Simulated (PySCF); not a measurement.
Molecular orbitals of LiF⁺

UHF at R = 2.058 Å; Li pcseg-2, F pcseg-2; no relativity (PySCF 2.14). State: ²Π (doublet), unpaired electrons π ↑. Only the outer orbitals are listed, counted within each symmetry.

| spin | orbital | occ. | ε (eV) | on Li (%) | main shells (%) |
| --- | --- | --- | --- | --- | --- |
| α | 3σ | 1 | -52.57 | 0 | 100 F s |
| α | 1π | 1 | -29.98 | 0 | 100 F p |
| α | 4σ | 1 | -27.13 | 2 | 98 F p |
| α | 1π | 1 | -26.90 | 0 | 100 F p |
| α | 5σ | 0 | -4.88 | 101 | 96 Li s |
| α | 2π | 0 | -3.28 | 101 | 100 Li p |
| α | 2π | 0 | -3.20 | 101 | 101 Li p |
| β | 3σ | 1 | -47.26 | 0 | 99 F s |
| β | 4σ | 1 | -25.71 | 3 | 97 F p |
| β | 1π | 1 | -25.48 | 0 | 100 F p |
| β | 1π | 0 | -5.68 | 17 | 83 F p, 16 Li p |
| β | 5σ | 0 | -4.86 | 101 | 95 Li s |
| β | 2π | 0 | -3.19 | 101 | 101 Li p |

Question: Which are the highest filled and the lowest empty level, where do they sit, and how wide is the gap?

Answer: Highest filled β 1π at -25.48 eV (in %: 100 F p); lowest empty β 1π at -5.68 eV (in %: 83 F p, 16 Li p); the gap at UHF is 19.80 eV. Both belong to one degenerate shell, split only by its one-sided filling, so this is no excitation gap.

* bond order (Mayer): 0.12
* ⟨S²⟩: 0.754
* charge on Li (Mulliken, basis-dependent): 0.94
* charge on Li (Löwdin, basis-dependent): 0.83
* dipole moment (positive dipole points towards F; it is taken about the centre of mass and depends on that origin): -6.77 D
* polarisability along the bond: 3.1 bohr³
* polarisability across the bond: 2.3 bohr³

Shares are Mulliken populations and can fall outside 0 to 100 %.

The state is the lowest determinant that a PBE0 search found; another state may lie lower at other levels.
